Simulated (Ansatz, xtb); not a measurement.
Two structures of CH6BSi+

Structure X is `C[B+][SiH3]`, a singlet and structure Y is a singlet given by its coordinates. Both are isolated ions in the gas phase, relaxed with PBE0-D3(BJ)/def2-SVP.

X (Å):

```xyz
9

C     0.5171    0.3072   -2.3416
B    -0.4670   -0.7006   -1.9136
Si   -1.8179   -2.0834   -1.3263
H     1.0423   -0.0339   -3.2574
H     0.0113    1.2701   -2.5602
H     1.2686    0.4742   -1.5428
H    -2.5809   -2.3869   -2.5674
H    -0.9826   -3.2089   -0.8263
H    -2.6067   -1.3875   -0.2736
```

Y (Å):

```xyz
9

C    -1.3208   -1.5592   -1.9487
B     0.1059   -1.3635   -2.5002
Si   -0.9175    0.0582   -1.1791
H     0.6278   -0.2310   -2.0734
H     0.8926   -1.9284   -3.2030
H    -0.3108    0.0978    0.1679
H    -1.2684    1.3110   -1.8800
H    -2.0995   -1.5979   -2.7307
H    -1.4296   -2.4458   -1.2996
```

Close contacts (Å): C1–B2 1.54, C1–Si3 1.84, B2–Si3 2.19, C1–H8 1.10, C1–H9 1.10, B2–H4 1.32, B2–H5 1.20, Si3–H4 1.81, Si3–H6 1.48, Si3–H7 1.48.

Estimate which is lower in electronic energy at CCSD(T)/def2-TZVP, and by roughly how much.

The CCSD(T)/def2-TZVP calculation puts structure Y lower, by 11.6 kJ/mol.

The same difference at several levels:

```tsv
level	geometry	E(Y) − E(X) (kJ/mol)	departure from the last row (kJ/mol)	job, with rough time for the two
PBE0-D3(BJ)/def2-SVP	PBE0-D3(BJ)/def2-SVP	−19.1	−7.5	optimisation, 4.3 min
HF/def2-TZVP	PBE0-D3(BJ)/def2-SVP	+13.1	+24.7	part of the CCSD(T) run
MP2/def2-TZVP	PBE0-D3(BJ)/def2-SVP	−24.4	−12.8	part of the CCSD(T) run
CCSD(T)/def2-TZVP	PBE0-D3(BJ)/def2-SVP	−11.6		single point, 50 s
```

HF/def2-TZVP puts the two in the other order. The largest departure from CCSD(T)/def2-TZVP is that of HF/def2-TZVP, 24.7 kJ/mol. Levels run at GFN2-xTB geometries aren't shown.

With harmonic frequencies from PBE0-D3(BJ)/def2-SVP (ideal gas, rigid rotor, one conformer each, 298.15 K, 1 atm): on the last row, ΔE + ΔZPE = −8.7 kJ/mol. A mode under 50 cm⁻¹ makes harmonic enthalpies and free energies unreliable, so none is given.

The correlated steps freeze 7 core orbitals. Run with Ansatz 0.2.0; the last row on 1 thread of Intel(R) Xeon(R) Processor @ 2.50GHz (Skylake/Cascade Lake) on a shared host.
